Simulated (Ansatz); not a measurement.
`FCSS`. Total charge 0; spin multiplicity 1.

```xyz
7

F     1.294    0.583   -0.813
C     0.297    0.910    0.071
S    -0.130   -0.442    1.163
S    -1.264   -1.642   -0.036
H     0.652    1.718    0.719
H    -0.581    1.221   -0.497
H    -0.268   -2.347   -0.608
```

What are the harmonic wavenumbers in cm⁻¹ at PBE0-D4/def2-TZVP (Ansatz, finite differences of forces, unscaled)? (Best estimate.)

Computed: 95, 240, 328, 414, 533, 726, 898, 936, 1064, 1258, 1340, 1452, 2669, 3059, 3138.

Is this a minimum?

Yes, all 15 modes are real.

Give the ideal-gas thermochemistry at 298.15 K and 1 bar (rigid rotor, harmonic oscillator; point group C1, symmetry number 1).

Zero-point energy 108.6 kJ/mol; H(298) − E = 124.7 kJ/mol; entropy 312.6 J/(mol·K), of which translation 166.1, rotation 109.7, vibration 36.8; G(298) − E = 31.5 kJ/mol. Modes under 100 cm⁻¹ are hindered rotations or soft bends, so the harmonic entropy is rough.
